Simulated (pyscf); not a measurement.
Optimised with ωB97X-D3(BJ)/def2-SVP in PySCF.

Problem. Estimate by transition-state theory the rate constant of H₃C–Zn–NH₂ + H₂ → H₃C–ZnH + NH₃ (singlet surface; N–Zn, H–H broken, H–Zn, H–N formed) at 298 K, with ωB97M-D3(BJ)/def2-TZVP energies (ideal gas, 1 atm, RRHO with modes under 100 cm⁻¹ raised to 100, one conformer, R ln 2 for rigid chiral ones; no tunnelling).

Solution. The electronic barrier is 24.9 kcal/mol and the thermal terms add +8.9, so ΔG‡ = 33.8 kcal/mol. With k_BT/h = 6.21e+12 s⁻¹ and RT = 0.592 kcal/mol, and a volume of 4.06e-20 cm³ per molecule at 1 atm, k = 4.1e-32 cm³ molecule⁻¹ s⁻¹. Wigner's tunnelling factor for 1355i cm⁻¹ would be 2.78, likely too low at so high a frequency. A shift of 1 kcal/mol in the barrier changes k by a factor 5.4. On the product side the descent ends in an adduct with a N–Zn contact, 11.4 kcal/mol under the separated species and 36.5 kcal/mol under the saddle at ωB97X-D3(BJ)/def2-TZVP. What is counted as broken (N–Zn) persists as a longer contact in the product adduct; parting that adduct is a step of its own. At the saddle there is also a short H–Zn contact that neither side keeps. One saddle was located; it need not be the lowest between these sides. Elements up to Kr have no core potential and no relativistic terms here.
